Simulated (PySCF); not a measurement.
**Two structures, one formula**

The two ends of one reaction step of CH$_{6}$AlN, singlet (PBE0-D4/def2-TZVP).

A:

```tsv
atom	x (Å)	y (Å)	z (Å)
Al1	-0.5809	-0.0023	-0.4232
C2	0.0668	0.8553	1.2035
N3	0.4351	-1.1791	-1.2693
H4	1.3567	-1.4672	-0.9833
H5	-2.0030	0.2903	-1.0659
H6	1.0552	0.4982	1.5041
H7	0.1304	1.9411	1.0766
H8	-0.6187	0.6814	2.0392
H9	0.1684	-1.6610	-2.1125
```

B:

Al1  (-1.259, -0.034, -1.304)
C2  (0.726, 0.409, 1.285)
N3  (-0.321, -1.133, -2.033)
H4  (0.861, -0.257, 0.428)
H5  (-2.076, 1.019, -0.493)
H6  (1.568, 0.274, 1.964)
H7  (0.700, 1.448, 0.955)
H8  (-0.198, 0.168, 1.812)
H9  (0.050, -1.788, -2.688)
(Å)

Program: PySCF 2.14 with density fitting (its default auxiliary sets; JK sets also for MP2 and CCSD(T)). Basis: def2-TZVPP. Cores are frozen in the correlated methods. B3LYP uses VWN-RPA correlation.

Question: Which structure is lower at CCSD(T), and by how much? (An estimate is asked for; the value comes from the calculation.)

Answer: By the calculation: A, by 60.24 kcal/mol (electronic energy, against the other). By their contacts, A is CH₆AlN ([CH3][AlH][NH2]) and B is a complex of AlNH₂ ([NH][AlH]) + CH₄.

All methods give the same order:

```csv
method,E(B) − E(A) (kcal/mol)
SPW92,61.98
PBE-D4,58.07
r2SCAN-D4,61.48
PBE0-D4,63.18
B3LYP-D4,59.52
BHLYP-D4,64.79
wB97M-V,62.41
HF,67.71
MP2,59.40
CCSD,62.33
CCSD(T),60.24
```

No T1 diagnostic of these runs exceeds 0.019.

Labels in which every atom is bracketed show which atoms are joined, not bond orders.

For scale, one of the runs: CCSD(T)/def2-TZVPP, 188 basis functions, launched by `OMP_NUM_THREADS=4 python run.py`. Time: 4.7 min of wall clock on 4 CPU threads of an Arm Neoverse V1; the host was shared. Peak host memory: 1.6 GiB.
